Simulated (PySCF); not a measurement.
**Bonding in `O=P([O-])([O-])[O-]`**

PO4 (charge -3).
Atom-mapped SMILES: `[O:1]=[P:2]([O-:3])([O-:4])[O-:5]`

Cartesian coordinates in Å at the PBE0-D3(BJ)/def2-TZVP level; atoms count from 1:
```xyz
5
PO4 angstrom
O     -0.1766    1.3262   -0.8308
P      0.0070   -0.0068   -0.0079
O      1.1924    0.1678    1.0174
O     -1.3222   -0.3283    0.7773
O      0.3342   -1.1925   -0.9946
```

Bond orders from the PBE0/pcSseg-2 density (PySCF). Isolated species at its PBE0-D3(BJ)/def2-TZVP geometry, gas phase. Whether so highly charged an anion holds all its electrons in the gas phase wasn't checked; a finite basis holds them in any case. The ion is multiply charged and computed without counter-ions or solvent. The pcSseg-2 basis has no diffuse functions, a weakness for an anion. The HOMO energy is positive at this level (+9.93 eV), so the outermost electrons may be held by the finite basis alone.

(1) How far do the computed orders between heavy atoms stray from the drawn ones?

(2) Set the Mayer orders of the bonds beside their lengths.

(3) Sum the orders of all bonds at each heavy atom with more than one neighbour and set the sums beside the valence in the SMILES.

Answers

(1) The largest departure is 0.501, at O1–P2 (drawn double, 1.499), P2–O3 (drawn single, 1.500), P2–O4 (drawn single, 1.500) and P2–O5 (drawn single, 1.500). Drawn single, order above 1.12: P2–O3 (1.500), P2–O4 (1.500) and P2–O5 (1.500). Drawn double or triple, more than 0.30 short of the drawn order: O1–P2 (1.499). The SMILES, with its formal charges, is one Lewis structure only.

(2) 
| bond | drawn as | length (Å) | Mayer order |
| --- | --- | --- | --- |
| O1–P2 | double | 1.577 | 1.499 |
| P2–O3 | single | 1.577 | 1.500 |
| P2–O4 | single | 1.577 | 1.500 |
| P2–O5 | single | 1.577 | 1.500 |

(3) P2 5.999 (drawn 5). Orders between atoms that aren't bonded are not in these sums.

For a closed shell the Mayer order of atoms A and B is Σ (PS)μν (PS)νμ over the basis functions μ on A and ν on B, with P the density and S the overlap matrix.

These values come from a run that also computed NMR shieldings. The run took 19 s on an Arm Neoverse V1 with one thread, shared host with 32 logical CPUs at a one-minute load of 17, and the process peaked at 0.72 GiB of memory.
